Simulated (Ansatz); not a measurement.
`CC(F)(F)CF`. The species carries charge 0 and has multiplicity 1.

Z-matrix (Å, degrees):
```
C
C 1 1.500
H 1 1.090 2 110.1
H 1 1.089 2 109.7 3 -120.2
H 1 1.090 2 109.0 3 119.9
F 2 1.362 1 109.4 3 -176.2
F 2 1.367 1 110.2 3 -59.5
C 2 1.516 1 115.7 3 60.6
F 8 1.373 2 110.1 1 54.7
H 8 1.093 2 108.9 1 174.3
H 8 1.093 2 109.5 1 -65.2
```

Task: Give the diagnostics of a CCSD(T)/def2-TZVPP run (frozen core, Ansatz). (Best estimate.)

Result: Ansatz gave: T1 = 0.0111, largest single amplitude 0.014, largest double 0.012, (T) share of the correlation energy 3.2 %, 9 CCSD cycles. The RHF solution is stable towards an unrestricted one. T1 lies under the customary mark of 0.02 for closed shells.
